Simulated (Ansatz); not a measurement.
# C2H5F2NS: the cost of one run

Method: RKS PBE-D4/def2-SVP, in Ansatz 0.2.0.

## Step 1: Starting point

Bond lengths: N1–C2 1.397 Å, C2–F3 1.331 Å, C2–F4 1.374 Å, C2–C5 1.531 Å, C5–S6 1.831 Å, N1–H7 1.026 Å, N1–H8 0.957 Å, C5–H9 1.148 Å, C5–H10 1.058 Å, S6–H11 1.369 Å. Angles (14 of 16 angles, heavy atoms first): N1–C2–F3 105.2°, N1–C2–F4 108.3°, N1–C2–C5 115.9°, F3–C2–F4 106.7°, F3–C2–C5 111.7°, F4–C2–C5 108.6°, C2–C5–S6 113.6°, C2–N1–H7 106.5°, C2–N1–H8 107.8°, C2–C5–H9 108.9°, C2–C5–H10 111.6°, S6–C5–H9 105.0°, S6–C5–H10 108.1°, C5–S6–H11 95.8°.

Structure file:

```xyz
11

N    -1.5389   -0.6794    0.0670
C    -0.1565   -0.4767    0.0932
F     0.2195   -0.7947    1.3293
F     0.4292   -1.3934   -0.7468
C     0.3220    0.9237   -0.3010
S     2.1383    1.1319   -0.2051
H    -1.8047   -0.7510   -0.9212
H    -1.7179   -1.5268    0.4736
H    -0.1043    1.6860    0.4446
H     0.0120    1.1811   -1.2796
H     2.2666    0.6426    1.0665
```

## Step 2: Relaxing end A

Contents of input.yaml:

```yaml
crystal:
  periodic: [false, false, false]
  atoms:
    - { symbol: "N", position_ang: [-1.5389, -0.6794, 0.067] }
    - { symbol: C, position_ang: [-0.1565, -0.4767, 0.0932] }
    - { symbol: F, position_ang: [0.2195, -0.7947, 1.3293] }
    - { symbol: F, position_ang: [0.4292, -1.3934, -0.7468] }
    - { symbol: C, position_ang: [0.322, 0.9237, -0.301] }
    - { symbol: S, position_ang: [2.1383, 1.1319, -0.2051] }
    - { symbol: H, position_ang: [-1.8047, -0.751, -0.9212] }
    - { symbol: H, position_ang: [-1.7179, -1.5268, 0.4736] }
    - { symbol: H, position_ang: [-0.1043, 1.686, 0.4446] }
    - { symbol: H, position_ang: [0.012, 1.1811, -1.2796] }
    - { symbol: H, position_ang: [2.2666, 0.6426, 1.0665] }
basis:
  gaussian: { orbitals: def2-SVP }
hamiltonian:
  xc: pbe
  dispersion: d4
relax:
  f_tol: 0.015
  max_steps: 40
output:
  orbitals: {}
```

The run is started by

```
$ ansatz run input.yaml --threads 2 --pin off --max-ram 3072MiB --backend cpu --events-out ev --progress --plain --runs-dir out
```

What time and memory should one allow on 2 threads of Arm Neoverse V2, shared host?

About 24 s, with a peak of 0.15 GiB.
